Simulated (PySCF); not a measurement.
# NaS from Hartree–Fock to correlated methods

State: ²Π (doublet), unpaired electrons π ↑. Set-up: Na 6-311G(d,p), S 6-311G(d,p); no relativity (PySCF 2.14). De refers to Na + S in their high-spin ground configurations, without counterpoise correction. The functionals are run spin-unrestricted. A positive dipole means Na(−)S(+).

```json
{"Level": "UHF", "Re (Å)": "2.527", "ωe (cm⁻¹)": "327", "De (eV)": "1.47", "μ (D)": "-9.70"}
{"Level": "UHF-MP2", "Re (Å)": "2.503", "ωe (cm⁻¹)": "337", "De (eV)": "2.16", "μ (D)": "n/a"}
{"Level": "UHF-SCS-MP2", "Re (Å)": "2.507", "ωe (cm⁻¹)": "335", "De (eV)": "2.14", "μ (D)": "n/a"}
{"Level": "UHF-CCSD", "Re (Å)": "2.504", "ωe (cm⁻¹)": "336", "De (eV)": "2.12", "μ (D)": "n/a"}
{"Level": "UHF-CCSD(T)", "Re (Å)": "2.505", "ωe (cm⁻¹)": "335", "De (eV)": "2.17", "μ (D)": "n/a"}
{"Level": "LDA", "Re (Å)": "2.474", "ωe (cm⁻¹)": "330", "De (eV)": "2.92", "μ (D)": "-8.17"}
{"Level": "PBE", "Re (Å)": "2.516", "ωe (cm⁻¹)": "316", "De (eV)": "2.59", "μ (D)": "-8.26"}
{"Level": "revPBE", "Re (Å)": "2.537", "ωe (cm⁻¹)": "308", "De (eV)": "2.49", "μ (D)": "-8.38"}
{"Level": "r²SCAN", "Re (Å)": "2.511", "ωe (cm⁻¹)": "324", "De (eV)": "2.65", "μ (D)": "-8.95"}
{"Level": "PBE0", "Re (Å)": "2.501", "ωe (cm⁻¹)": "327", "De (eV)": "2.52", "μ (D)": "-8.79"}
{"Level": "B97-3", "Re (Å)": "2.510", "ωe (cm⁻¹)": "325", "De (eV)": "2.70", "μ (D)": "-9.09"}
{"Level": "LC-ωPBE", "Re (Å)": "2.488", "ωe (cm⁻¹)": "337", "De (eV)": "2.53", "μ (D)": "-9.31"}
```

The bond length runs from 2.474 Å (LDA) to 2.537 Å (revPBE). De spans 1.47 eV (UHF, mean field) to 2.92 eV (LDA, local density). Correlation at CCSD(T) changes the Hartree–Fock bond energy by +0.70 eV; the triples alone change it by +0.05 eV.

Correlated steps freeze 6 core orbitals. Counting both spins, an empty level lies below a filled one in some of these solutions, because spin and occupation are held. The state was picked by a PBE0 search and need not be the measured ground state.

The whole job (state search and all levels along the bond) took about 1.3 min on 1 thread of AMD EPYC 7R13 (shared host), peak memory 0.59 GiB.
